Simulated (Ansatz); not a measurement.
in.yaml

```yaml
crystal:
  periodic: [false, false, false]
  atoms:
    - {symbol: Al, position_ang: [0.000000, 0.000000, 2.041261]}
    - {symbol: Al, position_ang: [0.000000, 0.000000, -2.041261]}
    - {symbol: H, position_ang: [0.000000, 0.000000, 4.836074]}
    - {symbol: H, position_ang: [0.000000, 0.000000, -4.836074]}
basis:
  gaussian: {orbitals: 6-31G}
magnetization: {spin_polarized: false, initial_magnetization: 2}
correlation: {method: ccsdt_q, electrons: outside_noble_gas}
```

```sh
$ ansatz run in.yaml --threads 1 --pin off --events-out ev --progress --plain --max-ram 2393MiB
```

The program prints:

```
584 factors; integrals over basis functions are off by at most 1.1e-7 eV
mean field evaluation 1: about -13186.9592 eV, gradient 6.3e0 eV
mean field evaluation 2: about -13186.9597 eV, gradient 6.3e0 eV
mean field evaluation 4: about -13187.5102 eV, gradient 3.1e-1 eV
mean field evaluation 8: about -13187.5119 eV, gradient 2.5e-2 eV
mean field evaluation 16: about -13187.5119 eV, gradient 3.3e-6 eV
mean field evaluation 32: about -13187.5099 eV, gradient 3.2e-1 eV
mean field evaluation 64: about -13188.5946 eV, gradient 3.3e0 eV
mean field evaluation 96: about -13187.5119 eV, gradient 7.0e-7 eV
mean field evaluation 128: about -13189.5086 eV, gradient 2.5e-1 eV
mean field evaluation 160: about -13188.8740 eV, gradient 4.1e-1 eV
...
mean field -13189.50947018 eV, -484.7055328583 hartree, gradient 2.0e-6 eV, S^2 2.000000; 20 other end points of the search recorded, 0 dependent functions left out
...
determinant -13189.50947018 eV, -484.7055328583 hartree, with singles and doubles -13192.23699015 eV, -484.8057673686 hartree
determinant -13188.81335101 eV, -484.6799509507 hartree, with singles and doubles -13191.51848525 eV, -484.7793628006 hartree
determinant -13188.74022008 eV, -484.6772634386 hartree, with singles and doubles -13191.53072835 eV, -484.7798127262 hartree
determinant -13187.80599315 eV, -484.6429312322 hartree, with singles and doubles -13191.03720528 eV, -484.7616760880 hartree
determinant -13187.51186620 eV, -484.6321222663 hartree, with singles and doubles -13191.88958097 eV, -484.7930003168 hartree
determinant -13186.99756303 eV, -484.6132219735 hartree, with singles and doubles -13190.54637817 eV, -484.7436385244 hartree
determinant -13186.82298842 eV, -484.6068064747 hartree, with singles and doubles -13191.35187210 eV, -484.7732398802 hartree
determinant -13186.46658490 eV, -484.5937088868 hartree, with singles and doubles -13190.26302461 eV, -484.7332254730 hartree
determinant -13186.38898796 eV, -484.5908572520 hartree, with singles and doubles -13190.06012608 eV, -484.7257690894 hartree
determinant -13186.30395369 eV, -484.5877323004 hartree, with singles and doubles -13189.92376056 eV, -484.7207577493 hartree
determinant -13189.50947018 eV, -484.7055328583 hartree, with singles and doubles -13192.24098510 eV, -484.8059141802 hartree
determinant -13187.51186620 eV, -484.6321222663 hartree, with singles and doubles -13191.90946469 eV, -484.7937310300 hartree
determinant -13189.31641510 eV, -484.6984382152 hartree, with singles and doubles -13192.23565529 eV, -484.8057183136 hartree
determinant -13189.31641510 eV, -484.6984382152 hartree, with singles and doubles -13192.24137317 eV, -484.8059284416 hartree
unrestricted determinant -13189.95171165 eV, -484.7217849327 hartree, S^2 2.6822
10 core orbitals not correlated: weight in the atoms' cores, before any rotation towards them, 1.000 or more for the frozen orbitals, at most 0.000 for the correlated occupied ones
reference -13189.50947018 eV, -484.7055328583 hartree; 5, 3 occupied and 15, 17 virtual orbitals, 584 factors
second order -1.56717236 eV of doubles, -0.00897170 eV of singles
...
cycle  32  -2.80171021 eV  change   -8.5e-6 eV  update   9.5e-6
cycle  33  -2.80171936 eV  change   -9.2e-6 eV  update   7.7e-6
cycle  34  -2.80172509 eV  change   -5.7e-6 eV  update   6.3e-6
cycle  35  -2.80172830 eV  change   -3.2e-6 eV  update   5.2e-6
cycle  36  -2.80172977 eV  change   -1.5e-6 eV  update   4.0e-6
cycle  37  -2.80173130 eV  change   -1.5e-6 eV  update   2.7e-6
cycle  38  -2.80173285 eV  change   -1.5e-6 eV  update   2.0e-6
cycle  39  -2.80173472 eV  change   -1.9e-6 eV  update   1.6e-6
cycle  40  -2.80173539 eV  change   -6.7e-7 eV  update   1.2e-6
cycle  41  -2.80173523 eV  change    1.6e-7 eV  update   9.6e-7
perturbative correction -0.00810616 eV, -0.0002978957 hartree
Total energy: -13192.31931156 eV, -484.8087926248 hartree
```

The T1 diagnostic is 0.053.

Ran on 1 thread of Arm Neoverse V1, shared host: 8 s wall, 0.16 GiB peak host memory.
